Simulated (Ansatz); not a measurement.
Barrier from HCl (SMILES Cl) + CH3 (SMILES [CH3], doublet) to the saddle point below; all geometries are those of the HTBH38 set.
```
C
H 1 1.0819
H 1 1.0819 2 116.30
H 1 1.0819 2 116.30 3 142.70
H 1 1.3965 2 101.24 3 -108.65
Cl 5 1.4514 3 146.57 1 180.00
```
Charge 0, spin multiplicity 2.

Total energies in hartree (Ansatz, a first-principles code). Radicals and triplets start from unrestricted determinants; spin-orbit coupling is neglected. Correlated methods leave the cores frozen. No relativity. The UHF reference of CH4Cl (saddle point or complex, doublet) is spin-contaminated (<S^2> up to 0.04 over the pure value in the sets run).

```tsv
species	HF/aug-cc-pV(T+d)Z	CCSD(T)/aug-cc-pV(T+d)Z	HF/aug-cc-pV(Q+d)Z	CCSD(T)/aug-cc-pV(Q+d)Z	CCSD(T)/aug-cc-pV(D+d)Z	CCSDT(Q)/aug-cc-pV(D+d)Z
1: HCl (chlorane, SMILES Cl)	-460.10865	-460.34571	-460.11202	-460.36583	-460.27960	-460.28035
2: CH3 (SMILES [CH3], doublet)	-39.57801	-39.76365	-39.58044	-39.77334	-39.72420	-39.72481
3: CH4Cl (complex or saddle point, doublet)	-499.66648	-500.10669	-499.67208	-500.13628	-500.00108	-500.00278
```

Work out the barrier height (electronic, no zero-point energy) in kJ/mol: take Hartree-Fock from aug-cc-pV(Q+d)Z, extrapolate the CCSD(T) correlation energy as X^-3 (X = 3, 4), and add CCSDT(Q) - CCSD(T) in aug-cc-pV(D+d)Z. 1 hartree = 2625.5 kJ/mol.


Species 1: correlation (64·(-0.25381) - 27·(-0.23706))/37 = -0.26603; step -0.00075; E1 = -460.11202 + (-0.26603) + (-0.00075) = -460.37880
Species 2: correlation (64·(-0.19290) - 27·(-0.18564))/37 = -0.19820; step -0.00061; E2 = -39.58044 + (-0.19820) + (-0.00061) = -39.77925
Species 3: correlation (64·(-0.46420) - 27·(-0.44021))/37 = -0.48171; step -0.00170; E3 = -499.67208 + (-0.48171) + (-0.00170) = -500.15549
-1·E1 -1·E2 +1·E3 = 0.00256 hartree = 6.7 kJ/mol. Published benchmark value: 1.7 kcal/mol (Zhao et al., J. Phys. Chem. A 109, 2012 (2005), HTBH38), a best estimate, not a measurement. The composite differs from it by -0.4 kJ/mol; core, relativistic and spin-orbit terms are not in it.
